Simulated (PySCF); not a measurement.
Species: C5H7F.
SMILES: `C=CC(=C)CF`

A linear-response calculation (PySCF, def2-SVPD basis, gas phase, vertical, core orbitals frozen in the response) gave these numbers; the functional is withheld.

Orbital energies (eV): HOMO-3 -12.53, HOMO-2 -11.49, HOMO-1 -10.92, HOMO -8.77, LUMO 0.66, LUMO+1 2.39, LUMO+2 2.83.

| state | E (eV) | f | main configurations (H = HOMO, L = LUMO) |
| --- | --- | --- | --- |
| S1 | 5.88 | 0.634 | H→L (98%) |
| S2 | 7.06 | 0.0045 | H→L+1 (85%) |
| S3 | 7.17 | 0.0003 | H-2→L (93%) |
| S4 | 7.30 | 0.0025 | H-1→L (84%), H→L+4 (15%) |
| S5 | 7.57 | 0.052 | H→L+2 (85%) |
| S6 | 7.67 | 0.0043 | H→L+3 (82%) |

Triplets (Tamm–Dancoff): T1 3.32 eV, H→L (94%); T2 5.07 eV, H-1→L (57%), H→L+4 (31%); T3 6.88 eV, H-2→L (89%); T4 7.07 eV, H→L+1 (86%).

Vertical ionisation energy by ΔSCF with the same functional: 9.00 eV. Mean static polarisability: 66.2 au.

**Question.** Which of these was used?
A. PBE
B. HF
C. wB97X-D
D. PBE0

**Answer.** C. wB97X-D is range-separated, 22% exact exchange at short range and 100% at long range (ω = 0.2 bohr⁻¹). In this run −ε(HOMO) = 8.77 eV differs from the ΔSCF value by -0.23 eV, and S1 differs from the orbital gap of 9.43 eV by -3.55 eV. The ratio −ε(HOMO)/IP is 0.97. Usual ranges for neutral molecules in this basis: 0.89 to 0.99 with wB97X-D, 0.5 to 0.7 with PBE, 0.7 to 0.83 with PBE0; with Hartree–Fock the ratio is 1 or more (Koopmans' value less the relaxation energy is the ΔSCF value).

Computed with PySCF 2.14.0, density-fitted response routines, TDDFT wB97X-D/def2-SVPD, vertical, gas phase, core orbitals frozen in the response. Geometry: PBE0-D3(BJ)/def2-SVP, one conformer, isolated molecule.

The run took 38 s on one thread of an Arm Neoverse V2, shared host.

The values belong to the conformer `[CH2:1]=[CH:2][C:3](=[CH2:4])[CH2:5][F:6]`: C1–C2–C3–C4 179°, C2–C3–C5–F6 -179°.
